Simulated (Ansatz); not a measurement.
This Ansatz (a program for electronic structure) input (r2SCAN/def2-SVPD) gives -920.01692 Eh with 54 basis functions.

Ansatz 0.2 input:
```yaml
crystal:
  periodic: [false, false, false]
  atoms:
    - {symbol: Cl, position_ang: [-0.00000000, -0.00000000, -1.00677069]}
    - {symbol: Cl, position_ang: [0.00000000, 0.00000000, 1.00677069]}
basis:
  gaussian:
    orbitals: def2-SVPD
hamiltonian:
  xc: {name: r2SCAN}
magnetization: {spin_polarized: false}
```

Change:
```diff
- orbitals: def2-SVPD
+ orbitals: 6-31G*
```

What does the run give now?

-920.25797 Eh (r2SCAN/6-31G*, 38 functions), a change of -241.05 mEh.
